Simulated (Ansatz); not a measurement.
C$_{4}$H$_{10}$N$_{2}$ (`C1CNCCN1`) from Hartree–Fock to CCSD(T)

```xyz
16

C    -0.613    1.123    0.542
C     0.430    1.274   -0.554
N     1.345    0.148   -0.633
C     0.624   -1.112   -0.700
C    -0.420   -1.264    0.396
N    -1.321   -0.128    0.349
H    -1.328    1.950    0.501
H    -0.103    1.171    1.523
H    -0.083    1.360   -1.518
H     1.008    2.191   -0.406
H     1.948    0.147    0.182
H     0.121   -1.161   -1.672
H     1.342   -1.936   -0.659
H     0.101   -1.348    1.369
H    -0.993   -2.183    0.248
H    -2.059   -0.230    1.033
```

The species carries charge 0 and has multiplicity 1. All single points use the PBE0-D4/def2-TZVP geometry. Frozen core, restricted reference, Ansatz 0.2.0. CBS rows extrapolate triple and quadruple zeta; past MP2 they add the triple-zeta difference.

```
     basis     HF (Eh)  MP2 corr.
def2-TZVPP  -266.27408   -1.10604
def2-QZVPP  -266.28676   -1.17863
```

Task: Estimate the CCSD correlation energy and the (T) correction in each basis where they were run (hartree).

Result: 
| basis | CCSD corr. | (T) |
| --- | --- | --- |
| def2-TZVPP | -1.15442 | -0.04757 |
| CBS(def2) | -1.28078 | as TZ |
